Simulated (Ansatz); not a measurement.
Compare A (`C=C=CCl`) with its isomer B (`C#CCCl`).

Isolated molecules relaxed with PBE0-D4/def2-TZVP in Ansatz; ΔE leaves out vibrations. CBS: MP2 limit from def2 TZ/QZ plus the TZ coupled-cluster correction, frozen cores. Functionals use def2-TZVPP. B3LYP here is the variant with VWN-RPA as its local correlation; programs differ in this.

(1) Which isomer does CCSD(T)/CBS put lower? Give the gap. (Estimate.)

(2) Give E(B) − E(A) in kJ/mol with BLYP-D4, r2SCAN-D4, B3LYP, CCSD/def2-TZVPP, HF/def2-TZVPP, B3LYP-D4, B2PLYP. (Best estimate.)

(3) Does the order hold for the free energy at 298.15 K (harmonic terms from PBE0-D4)? (An estimate is asked.)

Largest T1 diagnostic: 0.012.

Results:

(1) The calculation gave: A, by 2.7 kJ/mol.

(2) Ansatz gave: BLYP-D4 24.5, r2SCAN-D4 23.1, B3LYP 19.2, CCSD/def2-TZVPP 2.5, HF/def2-TZVPP -1.6, B3LYP-D4 19.2, B2PLYP 7.5. The order is the other way round with HF/def2-TZVPP.

(3) Computed: Yes: G(B) − G(A) = +3.7 kJ/mol.

At CCSD(T), def2-SVP lies +5.6 kJ/mol from the extrapolated value and def2-TZVPP +2.1 kJ/mol. Leaving LDA and LC-ωPBE aside and taking each functional with its dispersion term where it has one, the values, not all of them listed here, spread over 22.3 kJ/mol, from PBE-QIDH to PBE-D4. LDA lies +3.2 kJ/mol from PBE without D4.
